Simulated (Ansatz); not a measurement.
# ClF3 (singlet): from Hartree-Fock to the top rungs, cc-pV(Q+d)Z

The task here is to estimate one member of a computed series from the others.

Program: Ansatz 0.2.0, Gaussian basis. Level of theory: cc-pV(Q+d)Z, core rule «outside noble gas», up to 8 orbitals frozen. These are calculated values, not measurements.

The runs, in order: UHF; CCSD(T) on RHF; BCCD(T) on RHF.

20 further runs of the same task are left out: 3 that didn't finish, 17 set aside as unsound or not needed.

**What is computed**

The geometry is an MP2(full)/6-31G* stationary point (not a proven minimum).

4 atoms, charge 0, spin multiplicity 1.

Atoms are counted from 1 here; the program's logs count them from 0.

Bond lengths: Cl1–F2 1.635 Å, Cl1–F3 1.718 Å, Cl1–F4 1.718 Å. Angles: F2–Cl1–F3 86.5°, F2–Cl1–F4 86.5°, F3–Cl1–F4 173.1°.

Geometry (Å):

```xyz
4

Cl    0.0000    0.0000    0.3786
F     0.0000    0.0000   -1.2566
F     0.0000    1.7145    0.2751
F     0.0000   -1.7145    0.2751
```

Set-up of the first run:

File in.yaml:

```yaml
crystal:
  periodic: [false, false, false]
  atoms:
    - {symbol: Cl, position_ang: [0.000000, 0.000000, 0.378560]}
    - {symbol: F, position_ang: [0.000000, 0.000000, -1.256582]}
    - {symbol: F, position_ang: [0.000000, 1.714544, 0.275074]}
    - {symbol: F, position_ang: [0.000000, -1.714544, 0.275074]}
basis:
  gaussian: {orbitals: "cc-pV(Q+d)Z.json"}
magnetization: {spin_polarized: true, initial_magnetization: 0}
hamiltonian: {xc: hf}
output: {orbitals: {seedname: orbitals}}
```

Launch:

```
$ ansatz run in.yaml --threads 1 --pin off --events-out ev --progress --plain --max-ram 4096MiB --backend cpu
```

Among the steps run: UHF; CCSD(T) on RHF; BCCD(T) on RHF.

One of the session's tables, all rows but one given; the rest of the session is left out.

```
  method  from RCCSD(T) (kcal/mol)
     RHF                   +717.01
    RMP2                    +25.71
   RCCSD                         ?
RCCSD(T)                         0
 BCCD(T)                     -0.46
```

Q: Estimate the row for RCCSD from the others.

As computed: from RCCSD(T) (kcal/mol): +29.74. In the column «from RCCSD(T) (kcal/mol)» it lies between RMP2 (+25.71) and RHF (+717.01).

With the free atoms at the same levels and basis (separate runs), the atomisation energy is 5.187 eV at RCCSD(T), -1.013 eV at RHF.
